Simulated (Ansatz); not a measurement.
A made-up structure of NaSiH$_{4}$O (charge +1), closed shell:

```
7
angstrom
O -1.0183 -0.0324 -0.3187
Si 0.6385 0.1141 0.2617
Na 0.8292 -2.0178 1.6483
H -1.2488 -0.7982 -0.9730
H -1.1701 0.7861 -0.5701
H 0.4831 1.5214 0.9774
H 1.4863 0.4268 -1.0256
```

It is relaxed with PBE-D4/def2-SVP and then PBE0-D4/def2-TZVP (Ansatz 0.2.0). Atoms count as bonded within 1.22 times the sum of their covalent radii (H–H: 0.88 Å). The end point is not checked to be a true minimum.

(1) Does its bonding change? (A judgement: the text doesn't fix the answer.)

Answers

(1) The calculation gives: No: no bond forms or breaks.

Where it ends: The first stage lowers the energy by 1.35 eV in 7 steps. It ends as NaSiH₄O ([OH2][SiH2][Na]), total charge +1:
O1  (-1.092, 0.096, -0.449)
Si2  (0.683, 0.027, 0.336)
Na3  (1.235, -2.264, 2.008)
H4  (-1.337, -0.585, -1.088)
H5  (-1.354, 0.957, -0.803)
H6  (0.476, 1.384, 0.934)
H7  (1.388, 0.386, -0.938)
(Å)

Labels in which every atom is bracketed show which atoms are joined, not bond orders.

For scale, one of the runs: PBE0-D4/def2-TZVP relaxation, 124 basis functions, launched by `ansatz run in.yaml --threads 2 --pin off --events-out ev --progress --plain --max-ram 4352MiB`. Hardware: 2 CPU threads of an Arm Neoverse V1, shared host. Wall time about 21 s.
